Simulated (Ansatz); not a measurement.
# What each rung costs and misses: atomization of C2H6O, singlet

Geometry (MP2(full)/6-31G*, from the G2/97 set):

```xyz
9

C     0.0000    1.1657   -0.2516
O     0.0000    0.0000    0.5485
C     0.0000   -1.1657   -0.2516
H     0.0000    2.0178    0.4286
H     0.8918    1.2143   -0.8921
H    -0.8918    1.2143   -0.8921
H     0.0000   -2.0178    0.4286
H    -0.8918   -1.2143   -0.8921
H     0.8918   -1.2143   -0.8921
```

Measured, as an electronic atomization energy: 3337.3 kJ/mol (G2/97 heats of formation of molecule and atoms, with zero-point and thermal terms from B3LYP taken off; Curtiss et al., J. Chem. Phys. 106, 1063 (1997), Staroverov et al., J. Chem. Phys. 119, 12129 (2003)). The measured value holds scalar relativity and spin–orbit coupling, which all computed ones lack, and core correlation, which the wave-function levels lack. Atoms are taken at the same level; beside RHF, RMP2 and RCC rows they are unrestricted. Ansatz 0.2.0; the 6-31G* set has Cartesian d functions; a miss is computed less measured; times are wall times on shared hosts and scatter by a factor of two or so.

```json
{"level": "RHF", "basis": "6-31G*", "miss (kJ/mol)": "-900.0", "time of the run": "0.49 s", "hardware": "1 CPU thread"}
{"level": "PBE0", "basis": "STO-3G", "miss (kJ/mol)": "576.5", "time of the run": "0.49 s", "hardware": "1 CPU thread"}
{"level": "RCCSD(T)", "basis": "6-31G", "miss (kJ/mol)": "-505.9", "time of the run": "0.51 s", "hardware": "1 CPU thread"}
{"level": "RHF", "basis": "cc-pVDZ", "miss (kJ/mol)": "-936.3", "time of the run": "0.64 s", "hardware": "1 CPU thread"}
{"level": "revPBE", "basis": "6-31G*", "miss (kJ/mol)": "-38.4", "time of the run": "0.73 s", "hardware": "1 CPU thread"}
{"level": "PBE0", "basis": "6-31G", "miss (kJ/mol)": "-113.1", "time of the run": "0.74 s", "hardware": "1 CPU thread"}
{"level": "PBE", "basis": "6-31G*", "miss (kJ/mol)": "67.1", "time of the run": "0.75 s", "hardware": "1 CPU thread"}
{"level": "B3LYP", "basis": "6-31G*", "miss (kJ/mol)": "-2.6", "time of the run": "0.82 s", "hardware": "1 CPU thread"}
{"level": "PBE", "basis": "6-31G", "miss (kJ/mol)": "-31.5", "time of the run": "0.82 s", "hardware": "1 CPU thread"}
{"level": "r2SCAN", "basis": "STO-3G", "miss (kJ/mol)": "562.5", "time of the run": "0.83 s", "hardware": "1 CPU thread"}
{"level": "B2PLYP", "basis": "6-31G", "miss (kJ/mol)": "-249.4", "time of the run": "1.1 s", "hardware": "1 CPU thread"}
{"level": "r2SCAN", "basis": "6-31G*", "miss (kJ/mol)": "-2.7", "time of the run": "1.3 s", "hardware": "1 CPU thread"}
{"level": "r2SCAN", "basis": "6-31G", "miss (kJ/mol)": "-104.6", "time of the run": "1.3 s", "hardware": "1 CPU thread"}
{"level": "B2PLYP", "basis": "cc-pVDZ", "miss (kJ/mol)": "-115.9", "time of the run": "1.5 s", "hardware": "1 CPU thread"}
{"level": "RPA-PBE", "basis": "cc-pVDZ", "miss (kJ/mol)": "-341.3", "time of the run": "1.5 s", "hardware": "1 CPU thread"}
{"level": "r2SCAN0", "basis": "cc-pVTZ", "miss (kJ/mol)": "-45.3", "time of the run": "1.5 s", "hardware": "H100 + 2 CPU threads"}
{"level": "PBE", "basis": "cc-pVTZ", "miss (kJ/mol)": "52.8", "time of the run": "1.6 s", "hardware": "H100 + 2 CPU threads"}
{"level": "BHLYP", "basis": "cc-pVTZ", "miss (kJ/mol)": "-101.4", "time of the run": "1.6 s", "hardware": "H100 + 2 CPU threads"}
{"level": "RCCSDT(Q)", "basis": "STO-3G", "miss (kJ/mol)": "27.5", "time of the run": "1.6 s", "hardware": "1 CPU thread"}
{"level": "PBE-QIDH", "basis": "cc-pVTZ", "miss (kJ/mol)": "-27.3", "time of the run": "1.6 s", "hardware": "H100 + 2 CPU threads"}
{"level": "r2SCAN", "basis": "cc-pVDZ", "miss (kJ/mol)": "-42.1", "time of the run": "1.6 s", "hardware": "1 CPU thread"}
{"level": "BCCD(T)", "basis": "6-31G*", "miss (kJ/mol)": "-297.7", "time of the run": "1.6 s", "hardware": "1 CPU thread"}
{"level": "r2SCANh", "basis": "cc-pVTZ", "miss (kJ/mol)": "-17.2", "time of the run": "1.7 s", "hardware": "H100 + 2 CPU threads"}
{"level": "RCCSD(T)", "basis": "cc-pVDZ", "miss (kJ/mol)": "-239.0", "time of the run": "1.7 s", "hardware": "1 CPU thread"}
{"level": "wB97M-V", "basis": "cc-pVTZ", "miss (kJ/mol)": "8.2", "time of the run": "1.8 s (with forces)", "hardware": "H100 + 2 CPU threads"}
{"level": "PBE", "basis": "cc-pVQZ", "miss (kJ/mol)": "56.2", "time of the run": "1.8 s", "hardware": "H100 + 2 CPU threads"}
{"level": "RPA-PBE", "basis": "cc-pVTZ", "miss (kJ/mol)": "-198.2", "time of the run": "1.9 s", "hardware": "H100 + 2 CPU threads"}
{"level": "PBE0", "basis": "cc-pVTZ", "miss (kJ/mol)": "-5.4", "time of the run": "1.9 s (with forces)", "hardware": "H100 + 2 CPU threads"}
{"level": "wB97M-V", "basis": "STO-3G", "miss (kJ/mol)": "673.7", "time of the run": "2 s", "hardware": "1 CPU thread"}
{"level": "RHF", "basis": "cc-pVTZ", "miss (kJ/mol)": "-890.8", "time of the run": "2.1 s", "hardware": "1 CPU thread"}
{"level": "BLYP", "basis": "cc-pVTZ", "miss (kJ/mol)": "-19.8", "time of the run": "2.1 s", "hardware": "H100 + 2 CPU threads"}
{"level": "r2SCAN", "basis": "cc-pVQZ", "miss (kJ/mol)": "4.6", "time of the run": "2.1 s", "hardware": "H100 + 2 CPU threads"}
{"level": "wB97M-V", "basis": "6-31G", "miss (kJ/mol)": "-75.2", "time of the run": "2.5 s", "hardware": "1 CPU thread"}
{"level": "wB97X-V", "basis": "cc-pVTZ", "miss (kJ/mol)": "4.0", "time of the run": "2.9 s", "hardware": "H100 + 2 CPU threads"}
{"level": "wB97M-V", "basis": "cc-pVDZ", "miss (kJ/mol)": "-10.7", "time of the run": "3.6 s", "hardware": "1 CPU thread"}
{"level": "RCCSD(T)", "basis": "cc-pVTZ", "miss (kJ/mol)": "-75.2", "time of the run": "3.6 s (with forces)", "hardware": "H100 + 2 CPU threads"}
{"level": "RCCSD(T)", "basis": "cc-pVQZ", "miss (kJ/mol)": "-31.0", "time of the run": "4.6 s", "hardware": "H100 + 2 CPU threads"}
{"level": "RCCSDT(Q)", "basis": "cc-pVDZ", "miss (kJ/mol)": "-236.9", "time of the run": "5.5 s", "hardware": "H100 + 2 CPU threads"}
{"level": "CISDTQ", "basis": "STO-3G", "miss (kJ/mol)": "25.6", "time of the run": "12 s", "hardware": "1 CPU thread"}
{"level": "RCCSDT(Q)", "basis": "6-31G", "miss (kJ/mol)": "-503.5", "time of the run": "12 s", "hardware": "1 CPU thread"}
```

HF's time is that of a plain UHF run.

The smallest set from which on each level stays within 1 kcal/mol of its own cc-pVQZ value: RHF none (cc-pVTZ is 1.0 kcal/mol off); PBE cc-pVTZ; r2SCAN cc-pVTZ; B3LYP none (cc-pVTZ is 1.2 kcal/mol off); wB97M-V cc-pVTZ; B2PLYP none (cc-pVTZ is 4.1 kcal/mol off); RMP2 none (cc-pVTZ is 11.5 kcal/mol off); RCCSD(T) none (cc-pVTZ is 10.6 kcal/mol off).
